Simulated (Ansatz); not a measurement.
in.yaml

```yaml
crystal:
  periodic: [false, false, false]
  atoms:
    - {symbol: Ge, position_ang: [0.000000, 0.014036, 0.310508]}
    - {symbol: C, position_ang: [0.000000, -0.136900, -1.670999]}
    - {symbol: H, position_ang: [0.000000, 0.619772, -2.465821]}
basis:
  gaussian: {orbitals: cc-pVDZ}
total_charge: 1
magnetization: {spin_polarized: true, initial_magnetization: 4}
correlation: {method: ccsd_t, electrons: outside_noble_gas}
```

```sh
$ ansatz run in.yaml --threads 1 --pin off --events-out ev --progress --plain --max-ram 2393MiB
```

Output:

```
506 factors; integrals over basis functions are off by at most 6.6e-4 eV
mean field evaluation 1: about -57504.3528 eV, gradient 1.5e1 eV
mean field evaluation 2: about -57504.3560 eV, gradient 1.5e1 eV
mean field evaluation 4: about -57506.2580 eV, gradient 2.3e0 eV
mean field evaluation 8: about -57506.3669 eV, gradient 4.6e-3 eV
mean field evaluation 16: about -57506.3610 eV, gradient 2.8e-1 eV
mean field evaluation 32: about -57506.3668 eV, gradient 9.0e-2 eV
mean field evaluation 64: about -57502.1199 eV, gradient 8.1e0 eV
mean field evaluation 96: about -57501.8655 eV, gradient 7.7e-4 eV
mean field evaluation 128: about -57502.2475 eV, gradient 3.3e0 eV
mean field -57506.36691197 eV, -2113.3200047993 hartree, gradient 4.7e-6 eV, S^2 6.033088; 6 other end points of the search recorded, 0 dependent functions left out
determinant -57506.36691197 eV, -2113.3200047993 hartree, with singles and doubles -57510.15294564 eV, -2113.4591389705 hartree
determinant -57506.11003044 eV, -2113.3105645772 hartree, with singles and doubles -57509.80134232 eV, -2113.4462177870 hartree
determinant -57506.36691197 eV, -2113.3200047993 hartree, with singles and doubles -57510.15292409 eV, -2113.4591381787 hartree
determinant -57506.11003044 eV, -2113.3105645772 hartree, with singles and doubles -57509.80122562 eV, -2113.4462134981 hartree
15 core orbitals not correlated: weight in the atoms' cores, before any rotation towards them, 0.999 or more for the frozen orbitals, at most 0.001 for the correlated occupied ones
reference -57506.36691197 eV, -2113.3200047993 hartree; 6, 2 occupied and 25, 29 virtual orbitals, 506 factors
second order -2.98239107 eV of doubles, -0.00000000 eV of singles
cycle   1  -3.78600910 eV  change    3.0e-6 eV  update   2.2e-6
perturbative correction -0.11259313 eV, -0.0041377212 hartree
Total energy: -57510.26551419 eV, -2113.4632757885 hartree
```

For the same geometry and basis UCCSDT(Q) lies 39.7 meV lower.

Ran on 1 thread of Arm Neoverse V2, shared host: 2.6 s wall, 0.17 GiB peak host memory.
